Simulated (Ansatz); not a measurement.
`CC(O)F` + H–F → `OC(F)F` + CH₄ at 400 K and 1 bar (substitution at a C–C bond).

Program: Ansatz. Geometries: PBE0-D4/def2-TZVP. ΔE: electronic, gas phase. CCSD(T)/CBS is the MP2 limit (def2-TZVPP, def2-QZVPP) plus CCSD(T) − MP2 in def2-TZVPP, frozen cores. This one scheme is used for every species. One conformer a species, not always the lowest.

```json
{"species": "`CC(O)F`", "CCSD(T)/CBS energy (Eh)": "-254.08332", "H − E (kJ/mol)": "214.6", "S (J/(mol·K))": "309.8"}
{"species": "H–F", "CCSD(T)/CBS energy (Eh)": "-100.39570", "H − E (kJ/mol)": "36.5", "S (J/(mol·K))": "182.2"}
{"species": "`OC(F)F`", "CCSD(T)/CBS energy (Eh)": "-314.01610", "H − E (kJ/mol)": "117.8", "S (J/(mol·K))": "293.0"}
{"species": "CH₄", "CCSD(T)/CBS energy (Eh)": "-40.46206", "H − E (kJ/mol)": "131.3", "S (J/(mol·K))": "197.2"}
```

H − E and S are ideal-gas, rigid-rotor, harmonic terms from PBE0-D4/def2-TZVP, for one conformer and one mirror image of each species. 1 Eh = 2625.50 kJ/mol, R = 8.31446 J/(mol·K).

Problem. By hand: ΔE, ΔH, ΔS and ΔG.

Solution. ΔE = (-314.01610) + (-40.46206) − (-254.08332) − (-100.39570) = 0.00086 Eh = 2.3 kJ/mol. Δ(H − E) = 117.8 + 131.3 − 214.6 − 36.5 = -2.0, so ΔH = 0.3 kJ/mol. ΔS = 293.0 + 197.2 − 309.8 − 182.2 = -1.8 J/(mol·K). ΔG = 0.3 − 400 × (-1.8)/1000 = 1.0 kJ/mol.

Problem. By hand: the equilibrium constant, and the temperature at which ΔG would vanish if ΔH and ΔS stayed fixed.

Solution. log₁₀ K = −ΔG/(RT ln 10) = -0.1. ΔH and −TΔS have one sign here, so there is no such temperature.

TΔS isn't small against ΔH here. The sign of ΔG lies within the doubt. A doubt of 5 kJ/mol in ΔE shifts log₁₀ K by 0.7 here. Other conformers and mirror images would add mixing entropy, several J/(mol·K) or more a flexible species. These are equilibria of isolated gas molecules and say nothing of rates. Largest T1 diagnostic: 0.012 (customary marks: 0.02 for closed shells, 0.045 for open ones).

ΔS is within the doubt of such terms, so its sign, and with it that verdict, could turn.
